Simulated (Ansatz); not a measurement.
**SClO2F (sulfuryl chloride fluoride): a line through the functionals**

SClO2F: 5 atoms, total charge 0, spin state singlet. SMILES: `O=S(=O)(F)Cl`. The coordinates come from a PBE0-D4/def2-TZVP relaxation.

The electronic atomisation energy y, in eV, basis def2-SVP; a is the functional's share of exact exchange. Programs: Ansatz 0.2.0.

```
functional  program     a  y (eV)
      BLYP   Ansatz     0   14.45
       PBE   Ansatz     0   15.72
     B3LYP   Ansatz   0.2   13.67
      PBE0   Ansatz  0.25       ?
   r2SCAN0   Ansatz  0.25   13.30
     BHLYP   Ansatz   0.5   11.77
```

**Question.** Fit y = c + s·a to the known rows and predict PBE0.

**Answer.** 
1. Means of the 5 rows: a = 0.1900, y = 13.782.
2. Σ(Δa)² = 0.172, Σ(Δa·Δy) = -1.1489, so the slope is -1.1489/0.172 = -6.6797.
3. Intercept: 13.782 − (-6.6797) × 0.1900 = 15.051. The largest residual of the fit is 0.67.
4. PBE0: 15.051 + (-6.6797) × 0.25 = 13.38 eV.

The run gave 14.12 eV, so the prediction is off by -0.74 eV, about the largest residual. The rows mix families of semi-local functionals, which the line can't see.
